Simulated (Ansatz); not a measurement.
# C₂H₆OS (singlet): the correlation ladder, 6-31G

How much of the correlation energy of C₂H₆OS (singlet) does each wave-function method recover here?

The runs use Ansatz 0.2.0, Gaussian basis; 6-31G, core rule «outside noble gas», up to 8 orbitals frozen.

To be run: UHF; CCSD(T) on RHF; BCCD(T) on RHF; CISD; CCSDT(Q) on RHF; CASSCF and MRCISD+Q, 8 electrons in 8 orbitals; CASSCF and NEVPT2, 8 electrons in 8 orbitals.

19 further runs of the same task are left out: 2 that didn't finish, 17 set aside as unsound or not needed.

## (1) The geometry

The geometry is an MP2(full)/6-31G* stationary point (not a proven minimum).

10 atoms, charge 0, spin multiplicity 1.

Atoms are counted from 1 here; the program's logs count them from 0.

Bond lengths: S1–O2 1.510 Å, S1–C3 1.806 Å, S1–C4 1.806 Å, C3–H5 1.093 Å, C3–H7 1.093 Å, C3–H8 1.091 Å, C4–H6 1.091 Å, C4–H9 1.093 Å, C4–H10 1.093 Å. Angles: O2–S1–C3 107.4°, O2–S1–C4 107.4°, C3–S1–C4 95.8°, S1–C3–H5 109.3°, S1–C3–H7 110.3°, S1–C3–H8 107.4°, H5–C3–H7 110.9°, H5–C3–H8 109.2°, H7–C3–H8 109.7°, S1–C4–H6 107.4°, S1–C4–H9 110.3°, S1–C4–H10 109.3°, H6–C4–H9 109.7°, H6–C4–H10 109.2°, H9–C4–H10 110.9°.

Coordinates:

```xyz
10
C2H6OS
S     0.0000    0.1556   -0.4153
O     0.0001    1.4245    0.4031
C     1.3395   -0.8854    0.2040
C    -1.3396   -0.8851    0.2040
H     1.2558   -0.9727    1.2901
H    -2.2794   -0.3900   -0.0454
H     1.3043   -1.8697   -0.2693
H     2.2794   -0.3904   -0.0454
H    -1.3046   -1.8694   -0.2693
H    -1.2559   -0.9725    1.2901
```

## (2) UHF

Input file in.yaml:

```yaml
crystal:
  periodic: [false, false, false]
  atoms:
    - {symbol: S, position_ang: [0.000013, 0.155604, -0.415329]}
    - {symbol: O, position_ang: [0.000129, 1.424508, 0.403133]}
    - {symbol: C, position_ang: [1.339459, -0.885361, 0.204029]}
    - {symbol: C, position_ang: [-1.339617, -0.885120, 0.204035]}
    - {symbol: H, position_ang: [1.255761, -0.972717, 1.290137]}
    - {symbol: H, position_ang: [-2.279435, -0.389978, -0.045355]}
    - {symbol: H, position_ang: [1.304258, -1.869664, -0.269277]}
    - {symbol: H, position_ang: [2.279364, -0.390388, -0.045365]}
    - {symbol: H, position_ang: [-1.304596, -1.869429, -0.269271]}
    - {symbol: H, position_ang: [-1.255931, -0.972491, 1.290142]}
basis:
  gaussian: {orbitals: 6-31G}
magnetization: {spin_polarized: true, initial_magnetization: 0}
hamiltonian: {xc: hf}
output: {orbitals: {seedname: orbitals}}
```

On the command line:

```console
ansatz run in.yaml --threads 1 --pin off --events-out ev --progress --plain --max-ram 2880MiB --backend cpu
```

The runs that follow: CCSD(T) on RHF; BCCD(T) on RHF; CISD; CCSDT(Q) on RHF; CASSCF and MRCISD+Q, 8 electrons in 8 orbitals; CASSCF and NEVPT2, 8 electrons in 8 orbitals.

Before running them: what should the planned runs give, taken together? Wanted: RCCSDT(Q) below the RHF energy; RMP2 from RCCSDT(Q); RCCSD from RCCSDT(Q); RCCSD(T) from RCCSDT(Q); NEVPT2 frontier from RCCSDT(Q); MRCISD+Q frontier from RCCSDT(Q); T1 diagnostic.

**Answer**, as computed:

| quantity | value |
| --- | --- |
| RCCSDT(Q) below the RHF energy | -11.4512 eV |
| RMP2 from RCCSDT(Q) | +125.7 kJ/mol |
| RCCSD from RCCSDT(Q) | +31.3 kJ/mol |
| RCCSD(T) from RCCSDT(Q) | +5.2 kJ/mol |
| NEVPT2 frontier from RCCSDT(Q) | +151.3 kJ/mol |
| MRCISD+Q frontier from RCCSDT(Q) | +17.7 kJ/mol |
| levels within 1 kcal/mol (43 meV) | RCCSDT |
| T1 diagnostic | 0.018 |

**Reading.** RCCSD(T) lands +5.2 kJ/mol from the yardstick (0.5 % of the correlation energy). Of the multireference levels listed MRCISD+Q frontier comes nearest in total energy (+17.7 kJ/mol), which doesn't show that its space is the better one. These misses are within one basis, not against nature.
